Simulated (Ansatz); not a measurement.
Input file:

```yaml
crystal:
  periodic: [false, false, false]
  atoms:
    - {symbol: Co, position_ang: [0.000000, 0.000000, 0.000000]}
    - {symbol: F, position_ang: [0.000000, 0.000000, 1.746400]}
basis:
  gaussian: {orbitals: def2-SVP}
magnetization: {spin_polarized: true, initial_magnetization: 0}
correlation: {method: ccsd_t, electrons: outside_noble_gas, diis_vectors: 12}
accuracy: high
```

```sh
$ ansatz run in.yaml --threads 1 --pin off --events-out ev --progress --plain --max-ram 2393MiB
```

Output:

```
837 factors; integrals over basis functions are off by at most 4.2e-9 eV
mean field evaluation 1: about -40279.0423 eV, gradient 3.6e1 eV
mean field evaluation 2: about -40279.1300 eV, gradient 3.6e1 eV
mean field evaluation 4: about -40283.4956 eV, gradient 3.0e0 eV
mean field evaluation 8: about -40283.6165 eV, gradient 4.2e-1 eV
mean field evaluation 16: about -40283.6186 eV, gradient 1.6e-8 eV
mean field evaluation 32: about -40285.2973 eV, gradient 9.1e-2 eV
mean field evaluation 64: about -40285.2835 eV, gradient 1.3e0 eV
mean field evaluation 96: about -40286.6801 eV, gradient 1.4e0 eV
mean field evaluation 128: about -40286.8879 eV, gradient 3.0e-1 eV
mean field evaluation 160: about -40283.6184 eV, gradient 1.5e-1 eV
...
cycle  39  -10.23968795 eV  change   -1.5e-8 eV  update   3.6e-9
cycle  40  -10.23968797 eV  change   -1.5e-8 eV  update   2.8e-9
cycle  41  -10.23968798 eV  change   -1.1e-8 eV  update   2.2e-9
cycle  42  -10.23968799 eV  change   -6.0e-9 eV  update   1.6e-9
cycle  43  -10.23968799 eV  change   -2.9e-9 eV  update   1.3e-9
cycle  44  -10.23968799 eV  change   -1.1e-9 eV  update   1.1e-9
cycle  45  -10.23968799 eV  change  -7.1e-10 eV  update  9.9e-10
cycle  46  -10.23968799 eV  change  -3.4e-10 eV  update  8.8e-10
cycle  47  -10.23968799 eV  change  -4.3e-10 eV  update  7.9e-10
cycle  48  -10.23968799 eV  change  -5.5e-10 eV  update  6.9e-10
perturbative correction -0.67421781 eV, -0.0247770473 hartree
WARN: the results are in doubt because among natural orbitals the method converges to other amplitudes
Total energy: -40297.77118728 eV, -1480.9157763221 hartree
In doubt: among natural orbitals the method converges to other amplitudes
```

Ran on 1 thread of Arm Neoverse V2, shared host: 2.5 min wall, 0.16 GiB peak host memory.
